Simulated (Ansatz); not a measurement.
C2H5NO2 can be A, `NC(=O)CO`, or B, `NC1OCO1`.

Calculated with Ansatz (gas phase, PBE0-D4/def2-TZVP geometries, no zero-point term in ΔE). CBS: MP2 limit from def2 TZ/QZ plus the TZ coupled-cluster correction, frozen cores. Functionals use def2-TZVPP. B3LYP here is the variant with VWN-RPA as its local correlation; programs differ in this. One conformer a species, not always the lowest.

(1) Which isomer does CCSD(T)/CBS put lower? Give the gap. (Estimate.)

(2) Give E(B) − E(A) in kJ/mol with MP2/def2-TZVPP, B3LYP, CCSD/def2-TZVPP, PBE-D4, HF/def2-TZVPP, B2PLYP, PBE0-D4. (Estimate.)

Largest T1 diagnostic: 0.014.

## Answers

(1) Computed: A, by 141.2 kJ/mol.

(2) Computed: MP2/def2-TZVPP 142.7, B3LYP 153.3, CCSD/def2-TZVPP 136.2, PBE-D4 144.7, HF/def2-TZVPP 146.8, B2PLYP 150.6, PBE0-D4 138.9. None reverses the order clearly.

From PBE to PBE0 (25 % exact exchange), in def2-TZVPP and without D4, E(B) − E(A) moves by −5.9 kJ/mol. In def2-TZVPP, CCSD(T) changes the Hartree–Fock value by −9.6 kJ/mol (the triples alone add +1.0 kJ/mol) and MP2 by −4.1 kJ/mol.
